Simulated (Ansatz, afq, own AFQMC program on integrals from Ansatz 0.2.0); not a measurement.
**SiC, singlet: AFQMC among the cluster methods**

```xyz
2

Si    0.0000    0.0000    0.0000
C     0.0000    0.0000    1.6358
```

Basis 6-31G. Noble-gas cores (and the filled d shells of Ga–Kr and In–Xe) are frozen. Integrals, coupled cluster, full CI and functionals: Ansatz 0.2.0; the random walks run on the same integrals in our own AFQMC program. The CISD trial takes its coefficients from CCSD amplitudes. Released means that phaseless walkers are propagated on without the constraint, phases kept. Uncertainties: one standard error, sampling alone.

Determinant: RHF, the one that the program's search chose, which needn't be the lowest solution. The geometry is a point of a scan.

Full CI on the same integrals is exact in this basis and with this determinant's frozen core.

Cautions: another spin lies lower; restricted determinant unstable towards unrestricted (UHF 2.10 eV lower, ⟨S²⟩ 2.11); the search met a lower determinant of the same kind, perhaps of another symmetry (158 meV lower), and this one is a saddle point; strong correlation (T1 0.091, weight of the determinant 0.71, largest double 0.21); (T) is large, 9 % of the CCSD correlation; (Q) is large, 101 meV, so the cluster series hasn't closed; the released energies are still falling, so no released level is given (meV from the phaseless value at times in 1/Eh: -32 ± 5 at 0.24, -57 ± 4 at 0.51, -89 ± 3 at 0.99, -119 ± 3 at 1.62, -170 ± 37 at 2.40); CCSDTQ on the UHF determinant differs (137 meV lower), perhaps since the unrestricted series falls towards higher spin.

```
T1 diagnostic                               : 0.0905
weight of the determinant in the CISD state : 0.712
size of the correlated space                : 8 electrons in 16 orbitals
```

```json
{"level": "MP2", "correlation energy (eV)": "-4.6902"}
{"level": "CCSD", "correlation energy (eV)": "-5.3203"}
{"level": "CCSD(T)", "correlation energy (eV)": "-5.7772"}
```

Problem. Estimate where full CI lies against CCSD(T) on the same integrals.

Solution. 1.98 mEh below CCSD(T).

Reference: full CI, correlation energy -5.831 eV. The cautions show a poor starting determinant, so the rows tell how each method copes with it here, and full CI is the sure value.

```json
{"level": "CCSD(T)", "E − E(reference) (mEh)": "1.98", "share of correlation (%)": "99.08"}
{"level": "CCSDT", "E − E(reference) (mEh)": "2.79", "share of correlation (%)": "98.70"}
{"level": "CCSDT(Q)", "E − E(reference) (mEh)": "-0.92", "share of correlation (%)": "100.43"}
{"level": "CCSDTQ", "E − E(reference) (mEh)": "0.49", "share of correlation (%)": "99.77"}
{"level": "ph-AFQMC/HF", "E − E(reference) (mEh)": "20.00 ± 0.84", "share of correlation (%)": "90.66"}
{"level": "ph-AFQMC/CISD", "E − E(reference) (mEh)": "8.37 ± 0.17", "share of correlation (%)": "96.09"}
```

CCSDT and higher add their correlation energy to the determinant of the CCSD(T) run, since their own runs factorise the integrals more tightly (a shift of under 2 meV). A walk keeps the symmetry of its determinant, which the program's search chose and which needn't be the lowest solution, so a lower state of the same spin and another symmetry isn't excluded.
